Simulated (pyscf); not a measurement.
PySCF, gas phase, ωB97X-D3(BJ)/def2-SVP geometries.

Problem. H₃C–InH₂ + H₂O → CH₄ + HO–InH₂
Surface: singlet. Broken: C–In, H–O. Formed: C–H, In–O. Give ΔE‡ and ΔE from M06-2X/def2-TZVP, relative to the separated reactants.

Solution. ΔE‡ = 0.37 eV, ΔE = -0.80 eV. CCSD(T)/def2-TZVPP + ΔMP2(QZVPP) gives 0.54 eV and -0.69 eV. Zero-point energy shifts the barrier by -0.01 eV. It is a four-centre exchange, with an imaginary mode of 1452i cm⁻¹. On the reactant side the descent ends in an adduct with a In–O contact, 0.58 eV under the separated species and 1.05 eV under the saddle at ωB97X-D3(BJ)/def2-TZVP. What is counted as formed (In–O) is already present as a longer contact in the reactant adduct; forming that adduct is a step of its own. This is the saddle that the search found; another between the same sides may lie lower. The CCSD(T) − MP2 part came from Ansatz, without density fitting, on the same reference. The frozen core leaves the outer d or s,p core shells of the metals and heavy elements correlated in the MP2 and CC values, and def2-TZVPP describes them poorly, which can shift differences by a few kcal/mol. Elements past Kr carry the def2 core potentials, without spin-orbit coupling.
